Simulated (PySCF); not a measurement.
Species: C₃H₇FO₂.
SMILES with atom numbers: `[CH3:1][O:2][C@@H:3]([F:4])[CH2:5][OH:6]` (hydrogens: H7, H8, H9 on C1; H10 on C3; H11, H12 on C5; H13 on O6)

Computed with PBE0-D3(BJ)/def2-SVP geometry optimisation, gas phase (PySCF).

Problem. Give the optimised bond lengths and angles.

Solution. 
| bond | length (Å) | order |
| --- | --- | --- |
| C1–O2 | 1.406 | single |
| O2–C3 | 1.360 | single |
| C3–F4 | 1.393 | single |
| C3–C5 | 1.511 | single |
| C5–O6 | 1.394 | single |
| C1–H7, C1–H8, C1–H9 | 1.102 | single |
| C3–H10 | 1.109 | single |
| C5–H11 | 1.100 | single |
| C5–H12 | 1.108 | single |
| O6–H13 | 0.965 | single |

Bonds in one row agree within 0.01 Å and their mean is given. Orders are formal, as drawn. A selection of angles:
| angle | degrees |
| --- | --- |
| O2–C1–H7 | 107.3 |
| O2–C1–H8 | 111.4 |
| H7–C1–H8 | 109.1 |
| C1–O2–C3 | 115.1 |
| O2–C3–F4 | 110.6 |
| O2–C3–C5 | 109.6 |
| O2–C3–H10 | 112.4 |
| F4–C3–C5 | 107.1 |
| F4–C3–H10 | 105.2 |
| C5–C3–H10 | 111.7 |
| C3–C5–O6 | 111.2 |
| C3–C5–H11 | 109.0 |
| C3–C5–H12 | 107.2 |
| O6–C5–H11 | 108.4 |
| O6–C5–H12 | 113.4 |
| H11–C5–H12 | 107.5 |
| C5–O6–H13 | 106.8 |

Dihedral angles: C1–O2–C3–F4 68° (synclinal); O2–C3–C5–O6 -176° (antiperiplanar); H13–O6–C5–C3 55° (synclinal).

Of the pairs four or more bonds apart, those above aside, F4···H8 is among the closest relative to their van der Waals radii: 2.58 Å, 97 % of the sum of Bondi's values. O2 (ether oxygen) is bent (angle 115.1°). H13 on O6 lies 2.30 Å from F4, 4 bonds away (angle at H 106°; Bondi radii sum to 2.67 Å). O6 (alcohol oxygen) is bent (angle 106.8°). The 3 C–O bonds span 1.360 Å (O2–C3, drawn single) to 1.406 Å (C1–O2, drawn single), a spread of 0.046 Å.

Point group: C1 (no symmetry element, even within 0.4 Å). Stationary, but not proved a minimum. The numbers are those of one conformer (C1–O2–C3–F4 68°, O2–C3–C5–O6 -176°, C3–C5–O6–H 55°).
